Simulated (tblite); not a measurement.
C2H6P (charge -1).
InChI=1S/C2H6P/c1-3-2/h1-2H3/q-1

Method: GFN2-xTB as coded in tblite; computed harmonic values from a numerical Hessian at the method's own geometry, unscaled. Against measured fundamentals such values can be off by several per cent, at times by over 20.

Harmonic wavenumbers (cm⁻¹): 180.1, 191.5, 265.0, 671.2, 719.0, 826.4, 864.3, 906.7, 949.2, 1308.0, 1310.7, 1482.1, 1485.8, 1490.5, 1491.5, 2882.0, 2884.5, 2900.8, 2909.3, 2984.6, 2990.7.

A = 16066, B = 7644, C = 5543 MHz; mass 61.021 u (most abundant isotopes); point group C2v, symmetry number 2.

Zero-point energy?

Half the sum of the wavenumbers: 15847 cm⁻¹ = 189.57 kJ/mol.

Entropy at 500 K, 1 bar (ideal gas, RRHO, classical rotation)?

Translation 170.88, rotation 99.73, vibration 60.01: S = 330.6 J/(mol K).

And Cp and H(500 K) − H(0)?

Cp = 104.49 J/(mol K), of which vibrations give 71.23 (their classical limit is 21 R = 174.6); H(500 K) − H(0) = 33.68 kJ/mol without the zero-point energy, 17.05 from vibrations.

Which modes carry the vibrational entropy at 500 K?

180.1 cm⁻¹: 13.87; 191.5 cm⁻¹: 13.37; 265.0 cm⁻¹: 10.77; 671.2 cm⁻¹: 4.02; 719.0 cm⁻¹: 3.61; 826.4 cm⁻¹: 2.83 J/(mol K); the other 15 give 11.53 together.

What must be added to the electronic energy to get the Gibbs energy at 500 K and 1 bar?

ZPE + [H(500 K) − H(0)] − T·S = 189.57 + 33.68 − 165.31 = 57.94 kJ/mol.

How do the functions run with temperature in this model?

```
T (K)  S (J/(mol K))  Cp (J/(mol K))  H − H(0) (kJ/mol)  G − H(0) (kJ/mol)  ln q(vib)
  100          222.5            45.6               3.73             -18.52       0.17
  200          258.4            59.2               8.98             -42.69       0.79
  300          285.2            74.7              15.66             -69.91       1.53
  800          387.2           136.4              70.15            -239.58       5.59
 1000          419.3           151.4              99.00            -320.29       7.20
```

q(vib) and H(0) count from the zero-point level.

Hindered rotation and anharmonicity are outside this model.
